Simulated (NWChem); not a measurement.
All runs are NWChem calculations. System: Si2, charge 0, spin multiplicity 3, at a geometry optimised with UPBE0/def2-SVP. The structure started from a generated list of species. Its SCF solution wasn't tested for a lower state. Level: UBP86/def2-QZVP.

NWChem printed:

```
             Northwest Computational Chemistry Package (NWChem) 7.3.0
             --------------------------------------------------------

                                NWChem Input Module
                                -------------------

 Scaling coordinates for geometry "geometry" by  1.889725989
 (inverse scale =  0.529177249)

 Turning off AUTOSYM since
 SYMMETRY directive was detected!

                             Geometry "geometry" -> ""
                             -------------------------

 Output coordinates in angstroms (scale by  1.889725989 to convert to a.u.)

  No.       Tag          Charge          X              Y              Z
 ---- ---------------- ---------- -------------- -------------- --------------
    1 Si                  14.0000     0.00000000     0.00000000     1.07663500
    2 Si                  14.0000     0.00000000     0.00000000    -1.07663500

 Effective nuclear repulsion energy (a.u.)      48.1680146029

            Nuclear Dipole moment (a.u.)
            ----------------------------
        X                 Y               Z
 ---------------- ---------------- ----------------
     0.0000000000     0.0000000000     0.0000000000

      Symmetry information
      --------------------

 Group name             D2h
 Group number             26
 Group order               8
 No. of unique centers     1

      Symmetry unique atoms

     1


 Summary of "ao basis" -> "" (spherical)
 ------------------------------------------------------------------------------
       Tag                 Description            Shells   Functions and Types
 ---------------- ------------------------------  ------  ---------------------
 *                         def2-qzvp                  on all atoms

  perdew86 is a nonlocal functional; adding perdew81 local functional.

                                 NWChem DFT Module
                                 -----------------

 Summary of "ao basis" -> "ao basis" (spherical)
 ------------------------------------------------------------------------------
       Tag                 Description            Shells   Functions and Types
 ---------------- ------------------------------  ------  ---------------------
 Si                        def2-qzvp                22       70   9s6p4d2f1g

 Summary of "ao basis" -> "ao basis" (spherical)
 ------------------------------------------------------------------------------
       Tag                 Description            Shells   Functions and Types
[...]
    beta     11     12     14     15     13     17     16     18     19     21
 overlap   0.999  0.999  0.999  0.999  1.000  0.999  0.999  0.986  0.955  0.977

   alpha     21     22     23     24     25     26     27     28     29     30
    beta     20     23     22     24     25     29     27     28     26     30
 overlap   0.992  1.000  0.897  0.864  0.981  0.978  0.998  0.992  1.000  1.000

   alpha     31     32     33     34     35     36     37     38     39     40
    beta     31     32     33     35     34     36     38     37     39     40
 overlap   0.981  0.985  0.997  0.998  0.999  0.999  0.998  0.999  0.883  0.999

   alpha     41     42     43     44     45     46     47     48     49     50
    beta     41     42     43     47     46     44     45     49     50     48
 overlap   0.885  0.997  0.994  0.952  0.999  1.000  0.998  0.995  0.956  0.997

   alpha     51     52     53     54     55     56     57     58     59     60
    beta     52     51     54     53     56     55     57     58     59     61
 overlap   0.957  0.969  0.852  0.942  0.882  0.971  0.996  0.999  0.999  1.000

   alpha     61     62     63     64     65     66     67     68     69     70
    beta     60     62     63     64     66     65     67     68     69     70
 overlap   1.000  1.000  0.987  0.991  1.000  1.000  0.999  0.999  0.999  0.999

   alpha     71     72     73     74     75     76     77     78     79     80
    beta     72     71     75     73     74     76     77     81     79     80
 overlap   0.998  0.999  0.988  1.000  0.999  0.999  0.987  0.989  0.999  0.865

   alpha     81     82     83     84     85     86     87     88     89     90
    beta     83     82     78     84     85     86     87     88     89     90
 overlap   0.990  0.865  1.000  0.999  0.999  0.999  0.999  0.999  0.999  0.999

   alpha     91     92     93     94     95     96     97     98     99    100
    beta     91     92     93     94     95     97     96     99     98    101
 overlap   1.000  0.999  0.965  0.999  0.965  0.996  1.000  0.984  0.993  0.984

   alpha    101    102    103    104    105    106    107    108    109    110
    beta    100    102    104    103    105    106    107    109    108    111
 overlap   0.992  0.997  0.999  0.999  0.967  1.000  0.968  1.000  1.000  0.999

   alpha    111    112    113    114    115    116    117    118    119    120
    beta    110    112    113    115    114    116    117    118    119    120
 overlap   0.999  0.995  0.995  1.000  1.000  1.000  1.000  1.000  1.000  1.000

   alpha    121    122    123    124    125    126    127    128    129    130
    beta    121    122    123    124    125    126    127    128    130    129
 overlap   1.000  1.000  1.000  1.000  1.000  1.000  1.000  1.000  1.000  1.000

   alpha    131    132    133    134    135    136    137    138    139    140
    beta    132    131    133    134    135    136    137    138    139    140
 overlap   1.000  1.000  1.000  1.000  1.000  1.000  1.000  1.000  1.000  1.000

     --------------------------
     Expectation value of S2:
     --------------------------
      <S2> =      2.0044 (Exact =     2.0000)

 center of mass
 --------------
 x =   0.00000000 y =   0.00000000 z =   0.00000000

 moments of inertia (a.u.)
 ------------------
         231.613949117161           0.000000000000           0.000000000000
           0.000000000000         231.613949117161           0.000000000000
           0.000000000000           0.000000000000           0.000000000000

     Multipole analysis of the density
     ---------------------------------

     L   x y z        total         alpha         beta         nuclear
     -   - - -        -----         -----         ----         -------
     0   0 0 0     -0.000000    -15.000000    -13.000000     28.000000

     1   1 0 0     -0.000000     -0.000000     -0.000000      0.000000
     1   0 1 0      0.000000     -0.000000      0.000000      0.000000
     1   0 0 1      0.000000      0.000000     -0.000000      0.000000

     2   2 0 0    -22.147111    -12.377531     -9.769580      0.000000
     2   1 1 0     -0.000000     -0.000000     -0.000000      0.000000
     2   1 0 1     -0.000000     -0.000000      0.000000      0.000000
     2   0 2 0    -18.888351    -12.765049     -6.123302      0.000000
     2   0 1 1      0.000000      0.000000      0.000000      0.000000
     2   0 0 2    -18.142598    -74.978270    -59.066798    115.902470

 Task  times  cpu:        5.1s     wall:        5.1s

 Total times  cpu:        5.1s     wall:        5.1s
```

Problem. Write an NWChem input that would produce this output.

Solution. Several could match; the one computed here: 
```
start mol
memory heap 200 mb stack 900 mb global 1100 mb
geometry units angstroms nocenter noautoz
  Si     0.000000     0.000000     1.076635
  Si     0.000000     0.000000    -1.076635
  symmetry group D2h
end
basis spherical
  * library def2-qzvp
end
dft
  xc becke88 perdew86
  odft
  mult 3
  semidirect memsize 60000000 filesize 0
  iterations 100
end
task dft energy
```
